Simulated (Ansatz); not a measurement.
```yaml
crystal:
  periodic: [false, false, false]
  atoms:
    - {symbol: C, position_ang: [-0.963329, -0.663576, 0.045133]}
    - {symbol: O, position_ang: [-0.569823, 0.670098, -0.230250]}
    - {symbol: C, position_ang: [0.738952, 0.927057, -0.142680]}
    - {symbol: N, position_ang: [1.707023, 0.187600, 0.145597]}
    - {symbol: Cl, position_ang: [1.000551, 2.591921, -0.512745]}
    - {symbol: H, position_ang: [-2.043979, -0.684279, -0.073325]}
    - {symbol: H, position_ang: [-0.702114, -0.945519, 1.069155]}
    - {symbol: H, position_ang: [-0.504454, -1.361148, -0.661390]}
    - {symbol: H, position_ang: [1.425871, -0.768353, 0.343305]}
basis:
  gaussian: {orbitals: def2-TZVPPP, fitting: {mean_field: cc-pVTZ-jkfit}}
total_charge: 1
magnetization: {spin_polarized: true, initial_magnetization: 1}
hamiltonian: {xc: {name: HSE06}, dispersion: d3bj}
scf: {lower_state_search: light}
output: {forces: true}
```

```sh
$ ansatz run in.yaml --threads 2 --pin off --events-out ev --progress --plain --max-ram 4352MiB
```

How does Ansatz answer? (Best estimate.)

The calculation gave: The program refused the input.
```
Error: <dir> can't be read: No such file or directory (os error 2)
```

HSE06 is defined as in plane-wave codes.
